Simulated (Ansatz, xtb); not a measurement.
Relative energy of two isomers of CH6BO+

Structure a is `B[OH+]C`, a singlet and structure b is `BC[OH2+]`, a singlet. Both are isolated ions in the gas phase, relaxed with PBE0-D3(BJ)/def2-SVP; the shapes shown needn't be the lowest conformers.

a (Å):

```xyz
9

C    -0.3751    0.3101   -0.5110
B    -1.1613   -1.9700    0.4922
O    -0.5391   -1.1659   -0.5025
H    -1.5974   -1.3666    1.4239
H    -1.1560   -3.1380    0.2475
H    -0.1668   -1.6158   -1.2851
H    -0.9001    0.6873   -1.3957
H     0.7012    0.5142   -0.5359
H    -0.8354    0.6620    0.4173
```

b (Å):

```yaml
atoms:
  - { symbol: C, position_ang: [-0.1555, -0.9711, -0.1804] }
  - { symbol: B, position_ang: [-1.3344, -1.5690, 0.6504] }
  - { symbol: O, position_ang: [-0.5305, 0.3303, -0.8395] }
  - { symbol: H, position_ang: [-2.4252, -1.0561, 0.6395] }
  - { symbol: H, position_ang: [-1.0974, -2.5693, 1.2675] }
  - { symbol: H, position_ang: [0.1675, -1.6643, -0.9753] }
  - { symbol: H, position_ang: [0.7119, -0.7179, 0.4484] }
  - { symbol: H, position_ang: [-1.4708, 0.4126, -1.0913] }
  - { symbol: H, position_ang: [0.0581, 0.6642, -1.5433] }
```

Question: Estimate which is lower in electronic energy at CCSD(T)/def2-TZVP, and by roughly how much.

Answer: The CCSD(T)/def2-TZVP calculation puts structure a lower, by 122.3 kJ/mol.

The same difference at several levels:

```json
{"level": "GFN2-xTB", "geometry": "GFN2-xTB", "E(b) − E(a) (kJ/mol)": "+151.9", "departure from the last row (kJ/mol)": "+29.6", "job, with rough time for the two": "optimisation, 0.54 s"}
{"level": "HF/STO-3G", "geometry": "GFN2-xTB", "E(b) − E(a) (kJ/mol)": "+146.8", "departure from the last row (kJ/mol)": "+24.5", "job, with rough time for the two": "single point, 1 s"}
{"level": "r2SCAN-D4/def2-SVP", "geometry": "GFN2-xTB", "E(b) − E(a) (kJ/mol)": "+102.9", "departure from the last row (kJ/mol)": "−19.5", "job, with rough time for the two": "single point, 6.9 s"}
{"level": "PBE0-D3(BJ)/def2-SVP", "geometry": "PBE0-D3(BJ)/def2-SVP", "E(b) − E(a) (kJ/mol)": "+110.6", "departure from the last row (kJ/mol)": "−11.7", "job, with rough time for the two": "optimisation, 75 s"}
{"level": "HF/def2-TZVP", "geometry": "PBE0-D3(BJ)/def2-SVP", "E(b) − E(a) (kJ/mol)": "+127.6", "departure from the last row (kJ/mol)": "+5.3", "job, with rough time for the two": "part of the CCSD(T) run"}
{"level": "MP2/def2-TZVP", "geometry": "PBE0-D3(BJ)/def2-SVP", "E(b) − E(a) (kJ/mol)": "+123.4", "departure from the last row (kJ/mol)": "+1.1", "job, with rough time for the two": "part of the CCSD(T) run"}
{"level": "CCSD(T)/def2-TZVP", "geometry": "PBE0-D3(BJ)/def2-SVP", "E(b) − E(a) (kJ/mol)": "+122.3", "departure from the last row (kJ/mol)": "", "job, with rough time for the two": "single point, 53 s"}
```

As drawn, b has 1 C–B, 1 O–H in place of 1 B–O, 1 C–H.

None of the levels shown reverses the order. The largest departure from CCSD(T)/def2-TZVP is that of GFN2-xTB, 29.6 kJ/mol.

With harmonic frequencies from PBE0-D3(BJ)/def2-SVP (ideal gas, rigid rotor, one conformer each, 298.15 K, 1 atm): the zero-point term adds −6.3 kJ/mol; ΔH is +116.6 and ΔG +116.2 kJ/mol.

The correlated steps freeze 3 core orbitals. Mirror images aren't counted in ΔG. Codes used: Ansatz 0.2.0, xtb 6.7.1; the last row on 1 thread of Intel(R) Xeon(R) Processor @ 2.50GHz (Skylake/Cascade Lake) on a shared host.
